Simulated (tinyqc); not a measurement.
Worked calculation (part 1 of 2): ROHF in the sto-3g basis, for NH, spin multiplicity 3. Computed by tinyqc, a small Python program that keeps every step (integrals from PySCF). Settings: charge = 0, multiplicity = 3, basis = sto-3g, energy threshold = 1e-10, iteration cap = 67, orthogonalisation = symmetric, start = atomic densities, DIIS depth = 0, method = ROHF. Command: `OMP_NUM_THREADS=1 python tinyqc.py 24317 24318 out.jsonl` (the two numbers bound the seeds that draw the settings). One thread of a shared host (Intel(R) Xeon(R) Processor @ 2.60GHz), about 0.08 s of CPU time with the checks. Later iterations appear only in the table of the cycle.

## One-electron integrals

Geometry (angstrom):
```
atom         x         y         z
N     0.000000  0.000000  0.000000
H     0.000000  0.000000  1.065000
```

Basis sto-3g: exponents (1/bohr^2) and contraction coefficients of normalised primitives:
```
element  l (shell)   exponent  coefficient
N            s (1)  99.106169     0.154329
N            s (1)  18.052312     0.535328
N            s (1)   4.885660     0.444635
N            s (2)   3.780456    -0.099967
N            s (2)   0.878497     0.399513
N            s (2)   0.285714     0.700115
N            p (3)   3.780456     0.155916
N            p (3)   0.878497     0.607684
N            p (3)   0.285714     0.391957
H            s (1)   3.425251     0.154329
H            s (1)   0.623914     0.535328
H            s (1)   0.168855     0.444635
```

Overlap, kinetic and nuclear-attraction integrals over the contracted functions; the nuclear repulsion is the sum of Za Zb / Rab.

nuclear repulsion = 3.47816007 hartree

overlap S, order 1N 1s, 1N 2s, 1N 2px, 1N 2py, 1N 2pz, 2H 1s:
$$\begin{pmatrix}
1.000000 & 0.235038 & 0.000000 & 0.000000 & 0.000000 & 0.051533 \\
0.235038 & 1.000000 & 0.000000 & 0.000000 & 0.000000 & 0.462411 \\
0.000000 & 0.000000 & 1.000000 & 0.000000 & 0.000000 & 0.000000 \\
0.000000 & 0.000000 & 0.000000 & 1.000000 & 0.000000 & 0.000000 \\
0.000000 & 0.000000 & 0.000000 & 0.000000 & 1.000000 & 0.420889 \\
0.051533 & 0.462411 & 0.000000 & 0.000000 & 0.420889 & 1.000000
\end{pmatrix}$$

kinetic energy T (hartree), order 1N 1s, 1N 2s, 1N 2px, 1N 2py, 1N 2pz, 2H 1s:
$$\begin{pmatrix}
21.990753 & -0.128416 & 0.000000 & 0.000000 & 0.000000 & -0.008605 \\
-0.128416 & 0.606994 & 0.000000 & 0.000000 & 0.000000 & 0.102548 \\
0.000000 & 0.000000 & 1.899358 & 0.000000 & 0.000000 & 0.000000 \\
0.000000 & 0.000000 & 0.000000 & 1.899358 & 0.000000 & 0.000000 \\
0.000000 & 0.000000 & 0.000000 & 0.000000 & 1.899358 & 0.247849 \\
-0.008605 & 0.102548 & 0.000000 & 0.000000 & 0.247849 & 0.760032
\end{pmatrix}$$

nuclear attraction V (hartree), order 1N 1s, 1N 2s, 1N 2px, 1N 2py, 1N 2pz, 2H 1s:
$$\begin{pmatrix}
-46.682844 & -5.549732 & 0.000000 & 0.000000 & -0.014303 & -1.247572 \\
-5.549732 & -7.353109 & 0.000000 & 0.000000 & -0.167860 & -2.787261 \\
0.000000 & 0.000000 & -7.258766 & 0.000000 & 0.000000 & 0.000000 \\
0.000000 & 0.000000 & 0.000000 & -7.258766 & 0.000000 & 0.000000 \\
-0.014303 & -0.167860 & 0.000000 & 0.000000 & -7.376072 & -2.342204 \\
-1.247572 & -2.787261 & 0.000000 & 0.000000 & -2.342204 & -4.621999
\end{pmatrix}$$

core Hamiltonian H = T + V (hartree), order 1N 1s, 1N 2s, 1N 2px, 1N 2py, 1N 2pz, 2H 1s:
$$\begin{pmatrix}
-24.692090 & -5.678148 & 0.000000 & 0.000000 & -0.014303 & -1.256177 \\
-5.678148 & -6.746115 & 0.000000 & 0.000000 & -0.167860 & -2.684713 \\
0.000000 & 0.000000 & -5.359408 & 0.000000 & 0.000000 & 0.000000 \\
0.000000 & 0.000000 & 0.000000 & -5.359408 & 0.000000 & 0.000000 \\
-0.014303 & -0.167860 & 0.000000 & 0.000000 & -5.476714 & -2.094355 \\
-1.256177 & -2.684713 & 0.000000 & 0.000000 & -2.094355 & -3.861967
\end{pmatrix}$$

## Two-electron integrals

Functions are numbered as in S; the eight-fold symmetry (ij|kl) = (ji|kl) = (kl|ij) leaves the list below.

Two-electron integrals (ij|kl) in chemists' order, unique and non-zero (hartree):
```
(11|11) 4.166630   (21|11) 0.640849   (21|21) 0.117461   (22|11) 0.969864
(22|21) 0.220936   (22|22) 0.708245   (31|31) 0.020960   (32|31) 0.032452
(32|32) 0.156449   (33|11) 0.967124   (33|21) 0.220977   (33|22) 0.708086
(33|33) 0.762805   (41|41) 0.020960   (42|41) 0.032452   (42|42) 0.156449
(43|43) 0.041119   (44|11) 0.967124   (44|21) 0.220977   (44|22) 0.708086
(44|33) 0.680568   (44|44) 0.762805   (51|51) 0.020960   (52|51) 0.032452
(52|52) 0.156449   (53|53) 0.041119   (54|54) 0.041119   (55|11) 0.967124
(55|21) 0.220977   (55|22) 0.708086   (55|33) 0.680568   (55|44) 0.680568
(55|55) 0.762805   (61|11) 0.142278   (61|21) 0.025876   (61|22) 0.048412
(61|33) 0.048289   (61|44) 0.048289   (61|51) 0.001361   (61|52) 0.002553
(61|55) 0.048664   (61|61) 0.005797   (62|11) 0.343009   (62|21) 0.079089
(62|22) 0.279524   (62|33) 0.273830   (62|44) 0.273830   (62|51) 0.006628
(62|52) 0.050116   (62|55) 0.290652   (62|61) 0.017911   (62|62) 0.139837
(63|31) 0.008100   (63|32) 0.046702   (63|53) 0.010137   (63|63) 0.018619
(64|41) 0.008100   (64|42) 0.046702   (64|54) 0.010137   (64|64) 0.018619
(65|11) 0.268871   (65|21) 0.062781   (65|22) 0.236195   (65|33) 0.224846
(65|44) 0.224846   (65|51) 0.012703   (65|52) 0.086463   (65|55) 0.258635
(65|61) 0.014857   (65|62) 0.141926   (65|65) 0.160451   (66|11) 0.484465
(66|21) 0.113501   (66|22) 0.457890   (66|33) 0.436281   (66|44) 0.436281
(66|51) 0.012255   (66|52) 0.125805   (66|55) 0.500541   (66|61) 0.025998
(66|62) 0.287463   (66|65) 0.327191   (66|66) 0.774606
```

## Orthogonalisation

S = U s U^T; symmetric (Loewdin) form X = U s^(-1/2) U^T, so that X^T S X = 1.

eigenvalues of S: [0.361807, 0.833700, 1.000000, 1.000000, 1.138439, 1.666054]

X, order 1N 1s, 1N 2s, 1N 2px, 1N 2py, 1N 2pz, 2H 1s:
$$\begin{pmatrix}
1.022823 & -0.132875 & 0.000000 & 0.000000 & -0.009868 & 0.024403 \\
-0.132875 & 1.141060 & 0.000000 & 0.000000 & 0.106520 & -0.320303 \\
0.000000 & 0.000000 & 1.000000 & 0.000000 & 0.000000 & 0.000000 \\
0.000000 & 0.000000 & 0.000000 & 1.000000 & 0.000000 & 0.000000 \\
-0.009868 & 0.106520 & 0.000000 & 0.000000 & 1.094983 & -0.286526 \\
0.024403 & -0.320303 & 0.000000 & 0.000000 & -0.286526 & 1.210804
\end{pmatrix}$$

## Starting guess

The start is atomic minimal-basis densities projected into this basis (PySCF's MINAO start) and scaled to the electron count of each spin; this density is not idempotent, so its energy is not variational and may lie below the converged one.

D(alpha) at the start, order 1N 1s, 1N 2s, 1N 2px, 1N 2py, 1N 2pz, 2H 1s:
$$\begin{pmatrix}
1.331237 & -0.307015 & 0.000000 & 0.000000 & 0.006237 & -0.011656 \\
-0.307015 & 1.314040 & 0.000000 & 0.000000 & -0.024990 & 0.042208 \\
0.000000 & 0.000000 & 0.620487 & 0.000000 & 0.000000 & 0.000000 \\
0.000000 & 0.000000 & 0.000000 & 0.620487 & 0.000000 & 0.000000 \\
0.006237 & -0.024990 & 0.000000 & 0.000000 & 0.589704 & 0.030329 \\
-0.011656 & 0.042208 & 0.000000 & 0.000000 & 0.030329 & 0.605002
\end{pmatrix}$$

D(beta) at the start, order 1N 1s, 1N 2s, 1N 2px, 1N 2py, 1N 2pz, 2H 1s:
$$\begin{pmatrix}
0.798742 & -0.184209 & 0.000000 & 0.000000 & 0.003742 & -0.006994 \\
-0.184209 & 0.788424 & 0.000000 & 0.000000 & -0.014994 & 0.025325 \\
0.000000 & 0.000000 & 0.372292 & 0.000000 & 0.000000 & 0.000000 \\
0.000000 & 0.000000 & 0.000000 & 0.372292 & 0.000000 & 0.000000 \\
0.003742 & -0.014994 & 0.000000 & 0.000000 & 0.353822 & 0.018197 \\
-0.006994 & 0.025325 & 0.000000 & 0.000000 & 0.018197 & 0.363001
\end{pmatrix}$$

## Iteration 1: building the Fock matrix

J_ij = sum D_kl (ij|kl) with D = D(alpha) + D(beta), K_ij = sum D_kl (ik|jl) for each spin; F = H + J - K(s); E = tr D H + tr D J / 2 - 0.5 sum_s tr D(s) K(s) + E_nn.

Coulomb J (hartree), order 1N 1s, 1N 2s, 1N 2px, 1N 2py, 1N 2pz, 2H 1s:
$$\begin{pmatrix}
13.653204 & 2.487045 & 0.000000 & 0.000000 & 0.011763 & 0.549844 \\
2.487045 & 5.913948 & 0.000000 & 0.000000 & 0.124981 & 2.364917 \\
0.000000 & 0.000000 & 5.885990 & 0.000000 & 0.000000 & 0.000000 \\
0.000000 & 0.000000 & 0.000000 & 5.885990 & 0.000000 & 0.000000 \\
0.011763 & 0.124981 & 0.000000 & 0.000000 & 5.949681 & 2.042324 \\
0.549844 & 2.364917 & 0.000000 & 0.000000 & 2.042324 & 4.031242
\end{pmatrix}$$

exchange K(alpha) (hartree), order 1N 1s, 1N 2s, 1N 2px, 1N 2py, 1N 2pz, 2H 1s:
$$\begin{pmatrix}
5.348448 & 0.881220 & 0.000000 & 0.000000 & 0.010287 & 0.213955 \\
0.881220 & 1.347172 & 0.000000 & 0.000000 & 0.088554 & 0.670537 \\
0.000000 & 0.000000 & 0.752262 & 0.000000 & 0.000000 & 0.000000 \\
0.000000 & 0.000000 & 0.000000 & 0.752262 & 0.000000 & 0.000000 \\
0.010287 & 0.088554 & 0.000000 & 0.000000 & 0.834177 & 0.449887 \\
0.213955 & 0.670537 & 0.000000 & 0.000000 & 0.449887 & 0.803431
\end{pmatrix}$$

exchange K(beta) (hartree), order 1N 1s, 1N 2s, 1N 2px, 1N 2py, 1N 2pz, 2H 1s:
$$\begin{pmatrix}
3.209069 & 0.528732 & 0.000000 & 0.000000 & 0.006172 & 0.128373 \\
0.528732 & 0.808303 & 0.000000 & 0.000000 & 0.053132 & 0.402322 \\
0.000000 & 0.000000 & 0.451357 & 0.000000 & 0.000000 & 0.000000 \\
0.000000 & 0.000000 & 0.000000 & 0.451357 & 0.000000 & 0.000000 \\
0.006172 & 0.053132 & 0.000000 & 0.000000 & 0.500506 & 0.269932 \\
0.128373 & 0.402322 & 0.000000 & 0.000000 & 0.269932 & 0.482058
\end{pmatrix}$$

F(alpha) (hartree), order 1N 1s, 1N 2s, 1N 2px, 1N 2py, 1N 2pz, 2H 1s:
$$\begin{pmatrix}
-16.387334 & -4.072323 & 0.000000 & 0.000000 & -0.012827 & -0.920289 \\
-4.072323 & -2.179340 & 0.000000 & 0.000000 & -0.131433 & -0.990333 \\
0.000000 & 0.000000 & -0.225680 & 0.000000 & 0.000000 & 0.000000 \\
0.000000 & 0.000000 & 0.000000 & -0.225680 & 0.000000 & 0.000000 \\
-0.012827 & -0.131433 & 0.000000 & 0.000000 & -0.361211 & -0.501919 \\
-0.920289 & -0.990333 & 0.000000 & 0.000000 & -0.501919 & -0.634155
\end{pmatrix}$$

F(beta) (hartree), order 1N 1s, 1N 2s, 1N 2px, 1N 2py, 1N 2pz, 2H 1s:
$$\begin{pmatrix}
-14.247955 & -3.719835 & 0.000000 & 0.000000 & -0.008712 & -0.834707 \\
-3.719835 & -1.640471 & 0.000000 & 0.000000 & -0.096012 & -0.722118 \\
0.000000 & 0.000000 & 0.075225 & 0.000000 & 0.000000 & 0.000000 \\
0.000000 & 0.000000 & 0.000000 & 0.075225 & 0.000000 & 0.000000 \\
-0.008712 & -0.096012 & 0.000000 & 0.000000 & -0.027540 & -0.321964 \\
-0.834707 & -0.722118 & 0.000000 & 0.000000 & -0.321964 & -0.312783
\end{pmatrix}$$

total energy of this density = -54.42069787 hartree

This density is the starting one; it is not idempotent, so its energy is not variational and may lie below the converged one.

## Iteration 1: Roothaan effective Fock matrix

With projectors Pc = D(beta) S, Po = (D(alpha) - D(beta)) S, Pv = 1 - D(alpha) S, the block xy is Px^T F Py; with Fc = (F(alpha) + F(beta))/2, the blocks are Fc for cc, oo, vv and cv, F(beta) for co and F(alpha) for ov.

effective F (hartree), order 1N 1s, 1N 2s, 1N 2px, 1N 2py, 1N 2pz, 2H 1s:
$$\begin{pmatrix}
-14.221087 & -3.690128 & 0.000000 & 0.000000 & 0.007713 & -0.831917 \\
-3.690128 & -1.508964 & 0.000000 & 0.000000 & -0.037253 & -0.565201 \\
0.000000 & 0.000000 & -0.075767 & 0.000000 & 0.000000 & 0.000000 \\
0.000000 & 0.000000 & 0.000000 & -0.075767 & 0.000000 & 0.000000 \\
0.007713 & -0.037253 & 0.000000 & 0.000000 & -0.162280 & -0.336592 \\
-0.831917 & -0.565201 & 0.000000 & 0.000000 & -0.336592 & -0.242629
\end{pmatrix}$$

## Iteration 1: diagonalisation and new density

Diagonalise F' = X^T F X, C = X C', fill 5 alpha and 3 beta electrons from the bottom; D(s) = C_occ C_occ^T. Each column has its largest component positive (the first on a tie).

F' = X^T F X (hartree):
$$\begin{pmatrix}
-13.939358 & -1.972991 & 0.000000 & 0.000000 & -0.013367 & -0.138748 \\
-1.972991 & -0.767508 & 0.000000 & 0.000000 & 0.100526 & -0.322198 \\
0.000000 & 0.000000 & -0.075767 & 0.000000 & 0.000000 & 0.000000 \\
0.000000 & 0.000000 & 0.000000 & -0.075767 & 0.000000 & 0.000000 \\
-0.013367 & 0.100526 & 0.000000 & 0.000000 & 0.006905 & -0.399729 \\
-0.138748 & -0.322198 & 0.000000 & 0.000000 & -0.399729 & 0.141214
\end{pmatrix}$$

orbital energies (hartree): MO1 -14.230898, MO2 -0.605747, MO3 -0.286725, MO4 -0.075767, MO5 -0.075767, MO6 0.564624

coefficients C, order 1N 1s, 1N 2s, 1N 2px, 1N 2py, 1N 2pz, 2H 1s:
$$\begin{pmatrix}
0.992892 & -0.247098 & 0.095979 & 0.000000 & 0.000000 & 0.091717 \\
0.030245 & 0.905243 & -0.476882 & 0.000000 & 0.000000 & -0.621143 \\
0.000000 & 0.000000 & 0.000000 & -0.128748 & 0.991677 & 0.000000 \\
0.000000 & 0.000000 & 0.000000 & 0.991677 & 0.128748 & 0.000000 \\
0.002329 & 0.115665 & 0.691130 & 0.000000 & 0.000000 & -0.895257 \\
-0.006952 & 0.191875 & 0.484055 & 0.000000 & 0.000000 & 1.174802
\end{pmatrix}$$

D(alpha) after iteration 1, order 1N 1s, 1N 2s, 1N 2px, 1N 2py, 1N 2pz, 2H 1s:
$$\begin{pmatrix}
1.056104 & -0.239424 & 0.000000 & 0.000000 & 0.040066 & -0.007855 \\
-0.239424 & 1.047797 & 0.000000 & 0.000000 & -0.224812 & -0.057354 \\
0.000000 & 0.000000 & 1.000000 & 0.000000 & 0.000000 & 0.000000 \\
0.000000 & 0.000000 & 0.000000 & 1.000000 & 0.000000 & 0.000000 \\
0.040066 & -0.224812 & 0.000000 & 0.000000 & 0.491044 & 0.356722 \\
-0.007855 & -0.057354 & 0.000000 & 0.000000 & 0.356722 & 0.271174
\end{pmatrix}$$

D(beta) after iteration 1, order 1N 1s, 1N 2s, 1N 2px, 1N 2py, 1N 2pz, 2H 1s:
$$\begin{pmatrix}
1.056104 & -0.239424 & 0.000000 & 0.000000 & 0.040066 & -0.007855 \\
-0.239424 & 1.047797 & 0.000000 & 0.000000 & -0.224812 & -0.057354 \\
0.000000 & 0.000000 & 0.000000 & 0.000000 & 0.000000 & 0.000000 \\
0.000000 & 0.000000 & 0.000000 & 0.000000 & 0.000000 & 0.000000 \\
0.040066 & -0.224812 & 0.000000 & 0.000000 & 0.491044 & 0.356722 \\
-0.007855 & -0.057354 & 0.000000 & 0.000000 & 0.356722 & 0.271174
\end{pmatrix}$$

Within a degenerate level the vectors are fixed only up to a rotation; this is one choice.

## Iteration 2: building the Fock matrix

As before.

Coulomb J (hartree), order 1N 1s, 1N 2s, 1N 2px, 1N 2py, 1N 2pz, 2H 1s:
$$\begin{pmatrix}
13.666774 & 2.495260 & 0.000000 & 0.000000 & -0.002614 & 0.550493 \\
2.495260 & 5.952446 & 0.000000 & 0.000000 & 0.044538 & 2.349407 \\
0.000000 & 0.000000 & 5.919855 & 0.000000 & 0.000000 & 0.000000 \\
0.000000 & 0.000000 & 0.000000 & 5.919855 & 0.000000 & 0.000000 \\
-0.002614 & 0.044538 & 0.000000 & 0.000000 & 5.997576 & 2.004104 \\
0.550493 & 2.349407 & 0.000000 & 0.000000 & 2.004104 & 3.947322
\end{pmatrix}$$

exchange K(alpha) (hartree), order 1N 1s, 1N 2s, 1N 2px, 1N 2py, 1N 2pz, 2H 1s:
$$\begin{pmatrix}
4.266153 & 0.726727 & 0.000000 & 0.000000 & 0.002664 & 0.167803 \\
0.726727 & 1.190445 & 0.000000 & 0.000000 & -0.028159 & 0.501941 \\
0.000000 & 0.000000 & 1.001435 & 0.000000 & 0.000000 & 0.000000 \\
0.000000 & 0.000000 & 0.000000 & 1.001435 & 0.000000 & 0.000000 \\
0.002664 & -0.028159 & 0.000000 & 0.000000 & 0.845246 & 0.425653 \\
0.167803 & 0.501941 & 0.000000 & 0.000000 & 0.425653 & 0.607572
\end{pmatrix}$$

exchange K(beta) (hartree), order 1N 1s, 1N 2s, 1N 2px, 1N 2py, 1N 2pz, 2H 1s:
$$\begin{pmatrix}
4.224232 & 0.661824 & 0.000000 & 0.000000 & 0.002664 & 0.151604 \\
0.661824 & 0.877546 & 0.000000 & 0.000000 & -0.028159 & 0.408538 \\
0.000000 & 0.000000 & 0.197512 & 0.000000 & 0.000000 & 0.000000 \\
0.000000 & 0.000000 & 0.000000 & 0.197512 & 0.000000 & 0.000000 \\
0.002664 & -0.028159 & 0.000000 & 0.000000 & 0.763009 & 0.405378 \\
0.151604 & 0.408538 & 0.000000 & 0.000000 & 0.405378 & 0.570334
\end{pmatrix}$$

F(alpha) (hartree), order 1N 1s, 1N 2s, 1N 2px, 1N 2py, 1N 2pz, 2H 1s:
$$\begin{pmatrix}
-15.291470 & -3.909615 & 0.000000 & 0.000000 & -0.019582 & -0.873488 \\
-3.909615 & -1.984115 & 0.000000 & 0.000000 & -0.095163 & -0.837247 \\
0.000000 & 0.000000 & -0.440988 & 0.000000 & 0.000000 & 0.000000 \\
0.000000 & 0.000000 & 0.000000 & -0.440988 & 0.000000 & 0.000000 \\
-0.019582 & -0.095163 & 0.000000 & 0.000000 & -0.324384 & -0.515905 \\
-0.873488 & -0.837247 & 0.000000 & 0.000000 & -0.515905 & -0.522217
\end{pmatrix}$$

F(beta) (hartree), order 1N 1s, 1N 2s, 1N 2px, 1N 2py, 1N 2pz, 2H 1s:
$$\begin{pmatrix}
-15.249549 & -3.844712 & 0.000000 & 0.000000 & -0.019582 & -0.857288 \\
-3.844712 & -1.671216 & 0.000000 & 0.000000 & -0.095163 & -0.743844 \\
0.000000 & 0.000000 & 0.362935 & 0.000000 & 0.000000 & 0.000000 \\
0.000000 & 0.000000 & 0.000000 & 0.362935 & 0.000000 & 0.000000 \\
-0.019582 & -0.095163 & 0.000000 & 0.000000 & -0.242147 & -0.495630 \\
-0.857288 & -0.743844 & 0.000000 & 0.000000 & -0.495630 & -0.484979
\end{pmatrix}$$

total energy of this density = -54.25468120 hartree

## Iteration 2: Roothaan effective Fock matrix

As before.

effective F (hartree), order 1N 1s, 1N 2s, 1N 2px, 1N 2py, 1N 2pz, 2H 1s:
$$\begin{pmatrix}
-15.270509 & -3.877163 & 0.000000 & 0.000000 & -0.019582 & -0.865388 \\
-3.877163 & -1.827665 & 0.000000 & 0.000000 & -0.095163 & -0.790546 \\
0.000000 & 0.000000 & -0.039027 & 0.000000 & 0.000000 & 0.000000 \\
0.000000 & 0.000000 & 0.000000 & -0.039027 & 0.000000 & 0.000000 \\
-0.019582 & -0.095163 & 0.000000 & 0.000000 & -0.283266 & -0.505767 \\
-0.865388 & -0.790546 & 0.000000 & 0.000000 & -0.505767 & -0.503598
\end{pmatrix}$$

## Iteration 2: diagonalisation and new density

As before.

F' = X^T F X (hartree):
$$\begin{pmatrix}
-14.991913 & -2.008774 & 0.000000 & 0.000000 & -0.042188 & -0.119309 \\
-2.008774 & -1.012311 & 0.000000 & 0.000000 & 0.102574 & -0.456936 \\
0.000000 & 0.000000 & -0.039027 & 0.000000 & 0.000000 & 0.000000 \\
0.000000 & 0.000000 & 0.000000 & -0.039027 & 0.000000 & 0.000000 \\
-0.042188 & 0.102574 & 0.000000 & 0.000000 & -0.056103 & -0.527208 \\
-0.119309 & -0.456936 & 0.000000 & 0.000000 & -0.527208 & -0.001762
\end{pmatrix}$$

orbital energies (hartree): MO1 -15.277076, MO2 -0.956581, MO3 -0.444993, MO4 -0.039027, MO5 -0.039027, MO6 0.616561

coefficients C, order 1N 1s, 1N 2s, 1N 2px, 1N 2py, 1N 2pz, 2H 1s:
$$\begin{pmatrix}
0.994398 & -0.230060 & 0.117037 & 0.000000 & 0.000000 & 0.095200 \\
0.024350 & 0.841155 & -0.574111 & 0.000000 & 0.000000 & -0.629187 \\
0.000000 & 0.000000 & 0.000000 & -0.431963 & 0.901891 & 0.000000 \\
0.000000 & 0.000000 & 0.000000 & 0.901891 & 0.431963 & 0.000000 \\
0.004113 & 0.153097 & 0.653281 & 0.000000 & 0.000000 & -0.917768 \\
-0.006732 & 0.266991 & 0.496099 & 0.000000 & 0.000000 & 1.154941
\end{pmatrix}$$

D(alpha) after iteration 2, order 1N 1s, 1N 2s, 1N 2px, 1N 2py, 1N 2pz, 2H 1s:
$$\begin{pmatrix}
1.055453 & -0.236495 & 0.000000 & 0.000000 & 0.045327 & -0.010056 \\
-0.236495 & 1.037738 & 0.000000 & 0.000000 & -0.246177 & -0.060399 \\
0.000000 & 0.000000 & 1.000000 & 0.000000 & 0.000000 & 0.000000 \\
0.000000 & 0.000000 & 0.000000 & 1.000000 & 0.000000 & 0.000000 \\
0.045327 & -0.246177 & 0.000000 & 0.000000 & 0.450232 & 0.364940 \\
-0.010056 & -0.060399 & 0.000000 & 0.000000 & 0.364940 & 0.317444
\end{pmatrix}$$

D(beta) after iteration 2, order 1N 1s, 1N 2s, 1N 2px, 1N 2py, 1N 2pz, 2H 1s:
$$\begin{pmatrix}
1.055453 & -0.236495 & 0.000000 & 0.000000 & 0.045327 & -0.010056 \\
-0.236495 & 1.037738 & 0.000000 & 0.000000 & -0.246177 & -0.060399 \\
0.000000 & 0.000000 & 0.000000 & 0.000000 & 0.000000 & 0.000000 \\
0.000000 & 0.000000 & 0.000000 & 0.000000 & 0.000000 & 0.000000 \\
0.045327 & -0.246177 & 0.000000 & 0.000000 & 0.450232 & 0.364940 \\
-0.010056 & -0.060399 & 0.000000 & 0.000000 & 0.364940 & 0.317444
\end{pmatrix}$$

Within a degenerate level the vectors are fixed only up to a rotation; this is one choice.
